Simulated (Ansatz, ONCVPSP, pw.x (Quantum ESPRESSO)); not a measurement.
**lithium (Li): one change to the ONCV potential, in the atom and in the fcc crystal**

```
Element                 : lithium (Li)
Generator               : ONCVPSP 4.0.1
Type                    : optimised norm-conserving Vanderbilt (ONCV)
Functional              : PBEsol
Relativity              : scalar-relativistic
Frozen core             : [He]
Valence charge          : 1
Reference configuration : 2s1
Partial waves           : 2s: rc 3.30 bohr, ncon 4, nbas 7, qcut 1.9 1/bohr, 1 projector; p scattering state at 0.14 Ha: rc 2.60 bohr, ncon 4, nbas 7, qcut 2.9 1/bohr, 2 projectors, debl 2.7 Ha
Local potential         : polynomial inside 1.70 bohr (lpopt 4, dvloc0 0 Ha)
Core correction         : polynomial model core, fcfact 0.2
```

Change: p: rc 1.96.

Cutoffs, loose and tight: the cutoffs (Ha) at which the residual kinetic energy of the hardest occupied pseudo-wave falls to 1 and 0.1 mHa per electron. They do not see the model core or the augmentation charge, which bear on the density cutoff. Test errors are all-electron minus pseudo excitation energies from the reference, over the configurations 2s0.5; 2s0 2p1; variants that change the core or the reference have their own tests.

Crystal test: fcc Li in pw.x 7.5, no spin, 13³ k-points, Fermi–Dirac smearing 0.01 Ry, cutoffs set for each file from its atomic test. The reference is all-electron LAPW (Ansatz 0.2.0) with the same functional, mesh and smearing; V0 and B0 come from Birch–Murnaghan fits to the pressures at five volumes. Errors are pseudo minus all-electron; Δ is the rms difference of the E(V) curves that follow from these fits, minima aligned, over ±6 % about the mean V0. Mesh and smearing are coarse, so the numbers serve the comparison and aren't converged zero-temperature values; the lattice is a test structure that the element need not adopt.

All-electron: a0 = 4.327 Å (V0 = 20.25 Å³/atom), B0 = 13.5 GPa.

Does the change bring the crystal closer to the all-electron result?

The mean pressure error goes from -0.60 to -0.47 GPa, so the change moves the solid closer to the all-electron pressures.

```tsv
quantity	base	changed
outcome (atom)	generated	generated
cutoff, loose (atom)	1.4 Ha	1.4 Ha
cutoff, tight (atom)	5.0 Ha	5.0 Ha
bound ghosts (atom)	none	none
largest test error (meV) (atom)	-5.9	-4.8
cutoffs in pw.x (Ry)	50/200	50/200
a0 (Å)	4.261	4.276
a0 error (%)	-1.52	-1.19
B0 error (%)	+4.0	+3.8
Δ (meV/atom)	2.7	2.1
mean pressure error (GPa)	-0.60	-0.47
```

Base: The largest radius (3.30 bohr) exceeds half the bond length (2.89 bohr), so the spheres overlap, which is one possible source of error among others. This is a poor potential for the solid. The cutoffs count occupied waves only; projector 2 of the p channel, the hardest unoccupied one, needs 25 Ha at the loose tolerance. Changed file: The largest radius (3.30 bohr) exceeds half the bond length (2.89 bohr), so the spheres overlap, which is one possible source of error among others. This is a poor potential for the solid. The cutoffs count occupied waves only; projector 2 of the p channel, the hardest unoccupied one, needs 21 Ha at the loose tolerance.
